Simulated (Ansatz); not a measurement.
# H3MgOSi+ (SMILES [MgH][O][SiH2+]): single points off equilibrium

The task here is to estimate one member of a computed series from the others.

Method: single points in def2-TZVPP; program: Ansatz 0.2.0, Gaussian basis.

Cores are frozen in the correlated methods. The outer core shell of Li, Na, Mg and K is correlated. B3LYP uses VWN-RPA correlation.

### The starting structure

SMILES `[MgH][O][SiH2+]`, 6 atoms, charge 1, spin multiplicity 1.

Atoms are counted from 1 here; the program's logs count them from 0.

Bond lengths: Mg1–O2 1.939 Å, Mg1–H4 1.546 Å, O2–Si3 1.522 Å, Si3–H5 1.465 Å, Si3–H6 1.476 Å. Angles: O2–Mg1–H4 176.2°, Mg1–O2–Si3 176.0°, O2–Si3–H5 116.9°, O2–Si3–H6 118.7°, H5–Si3–H6 124.4°.

As a file:

```xyz
6
H3MgOSi
Mg   -1.7009   -0.6620   -0.8934
O    -0.0480   -0.0128   -0.1141
Si    1.2003    0.4973    0.5917
H    -2.9624   -1.2382   -1.5767
H     2.3851    0.7236   -0.2394
H     1.1438    0.7387    2.0471
```

The first run:

Contents of run/in.yaml:

```yaml
crystal:
  periodic: [false, false, false]
  atoms:
    - {symbol: Mg, position_ang: [-1.700900, -0.662000, -0.893400]}
    - {symbol: O, position_ang: [-0.048000, -0.012800, -0.114100]}
    - {symbol: Si, position_ang: [1.200300, 0.497300, 0.591700]}
    - {symbol: H, position_ang: [-2.962400, -1.238200, -1.576700]}
    - {symbol: H, position_ang: [2.385100, 0.723600, -0.239400]}
    - {symbol: H, position_ang: [1.143800, 0.738700, 2.047100]}
basis:
  gaussian: {orbitals: def2-TZVPP}
total_charge: 1
correlation: {method: ccsd_t}
output: {forces: true}
```

No record of the launch command was kept for these runs.

Among the steps run: CCSD(T)/def2-TZVPP; PBE0-D4/def2-TZVPP; wB97M-V/def2-TZVPP; r2SCAN-D4/def2-TZVPP; PBE-D4/def2-TZVPP; HSE06-D4/def2-TZVPP; B3LYP-D4/def2-TZVPP.

One of the session's tables, all rows but one given; the rest of the session is left out.

```
   method  RMS force component (eV/Å)  angle to CCSD(T) forces (°)
  CCSD(T)                       0.716                    reference
  PBE0-D4                       0.697                         10.3
  wB97M-V                       0.680                          4.3
r2SCAN-D4                           ?                            ?
   PBE-D4                       0.804                         10.0
 HSE06-D4                       0.700                         10.1
 B3LYP-D4                       0.706                          3.1
```

**Question.** Estimate the row for r2SCAN-D4.

The run gave: RMS force component (eV/Å): 0.730; angle to CCSD(T) forces (°): 6.1. In the column «RMS force component (eV/Å)» it lies between CCSD(T) (0.716) and PBE-D4 (0.804).
